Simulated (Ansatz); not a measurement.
in.yaml

```yaml
crystal:
  periodic: [false, false, false]
  atoms:
    - {symbol: O, position_ang: [0.000000, 0.000000, 0.000000]}
    - {symbol: F, position_ang: [0.000000, 0.000000, 1.208300]}
basis:
  gaussian: {orbitals: def2-SVP, fitting: {mean_field: def2-universal-jkfit}}
total_charge: 1
correlation: {active_space: {window: {electrons: 40, orbitals: 30}}}
accuracy: high
scf: {lower_state_search: off}
```

```sh
$ ansatz run in.yaml --threads 1 --pin off --events-out ev --progress --plain --max-ram 2393MiB
```

Task: One thing in this input was set wrong on purpose, beside settings that are merely unusual. What is the gravest fault, and what does the program do?

Result: Impossible active window. How the run ends: stopped by an error.
```
these checks for a lower state are left out or cut short: stability, starts, cluster_reference, orbital_swaps, neighbouring_geometries, increment
154 factors; integrals over basis functions are off by at most 9.7e-2 eV
mean field evaluation 1: about -4717.5485 eV, gradient 3.0e1 eV
mean field evaluation 2: about -4717.7623 eV, gradient 2.7e1 eV
mean field evaluation 4: about -4718.9112 eV, gradient 1.1e0 eV
mean field evaluation 8: about -4718.9250 eV, gradient 2.4e-8 eV
mean field -4718.92502827 eV, -173.4172961865 hartree, gradient 2.4e-8 eV, S^2 0.000000; 0 other end points of the search recorded, 0 dependent functions left out
reference -4718.92502827 eV, -173.4172961865 hartree; 8, 8 occupied and 20, 20 virtual orbitals, 154 factors
Error: 40 electrons in 30 orbitals form no window around the highest filled level of the reference
```
